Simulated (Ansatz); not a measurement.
**1T (CdI2-type) TaSe₂ (undistorted form, which takes a superstructure on cooling)**

Level of theory: HSE06 (Ansatz, an electronic-structure program, plane waves, PAW).

Settings: plane-wave cutoff 460 eV, 9×9×4 k mesh (along the axes of the cell as run), Fermi–Dirac smearing 0.05 eV, scalar-relativistic PAW data made under PBE.

Cell (relaxed at this level):

TaSe2 is taken in the trigonal space group P-3m1 (No. 164), the CdI2 type structure, Pearson symbol hP3. Lattice parameters: a = 3.4783 Å, b = 3.4783 Å, c = 6.7965 Å, α = 90.00°, β = 90.00°, γ = 120.00°. Ta on 1a is surrounded by 6 Se at 2.591 Å (octahedral). Se on 2d sees 3 Ta at 2.591 Å (trigonal pyramidal). (Neighbours: up to the widest gap in distance over summed covalent radii, below 1.35, at either atom; cation-cation and far metal-metal contacts left out.)

```yaml
band_gap: zero (no gap)
```

Note: the cell comes from a level without a dispersion term, which matters for the spacing of layers, chains or molecules; the relaxation could not lower the start's symmetry, so the cell can be a saddle point above a distorted one; the cell has widely spaced layers and the level no dispersion term, so their spacing and the moduli can rest on weak binding.

Spin–orbit coupling is not included; it can open a gap where bands touch, and shift volumes and moduli.
